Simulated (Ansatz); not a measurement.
Cu2Os: from a trial structure to a relaxed crystal

Method: Ansatz, DFT PBE, scalar-relativistic, plane waves, PAW. Cutoff 420 eV, Γ-centred k mesh, Gaussian smearing, no spin polarisation in the final step.

Cu2Os was placed on the MoSi2 (C11b) structure type (I4/mmm, No. 139), with Os in place of Mo, Cu in place of Si, at a guessed volume.

```
CELL_PARAMETERS angstrom
-1.56333 1.56333 3.83505
1.56333 -1.56333 3.83505
1.56333 1.56333 -3.83505
ATOMIC_POSITIONS crystal
Cu 0.66500 0.66500 0.00000
Cu 0.33500 0.33500 0.00000
Os 0.00000 0.00000 0.00000
```

Cell and atoms relax at zero pressure; the relaxation can't lower the symmetry of the start. After a coarse first stage the cell is made exact in the group found at 0.06 Å.

Formation energies are uncorrected and refer to the elements' standard structures at the same level.

(1) What does it relax into?

(2) What are its volume, energy, density and gap?

Answers

(1) It keeps I4/mmm (No. 139), but not the shape of the type it started on. Conventional cell: a = 2.588 Å, c = 11.555 Å. Around Cu lie 8 Cu at 2.59–2.60 Å and 4 Os at 2.68 Å; Os is coordinated by 4 Os at 2.59 Å and 8 Cu at 2.68 Å.

Space group I4/mmm (No. 139). a = 2.588 Å, b = 2.588 Å, c = 11.555 Å, α = 90.00°, β = 90.00°, γ = 90.00°
| atom | site | symmetry | x | y | z |
| --- | --- | --- | --- | --- | --- |
| Cu | 4e | 4mm | 0.5000 | 0.5000 | 0.1698 |
| Os | 2a | 4/mmm | 0.0000 | 0.0000 | 0.0000 |

(2) The volume per atom is 12.90 Å³ and the density is 13.62 g/cm³. The energy over the elements is 0.33 eV/atom and the gap on the 24×24×24 mesh is 0 eV (a metal).

The final run used a 24×24×24 mesh on its 3-atom cell and 0.10 eV smearing. For metals, differences of a few meV/atom aren't resolved. Spin–orbit coupling is left out. Symmetry constrained the relaxation, so the result can be a saddle point.

Cost: 3 runs of about 7.4 core-minutes in all, on Arm Neoverse V1 (shared hosts).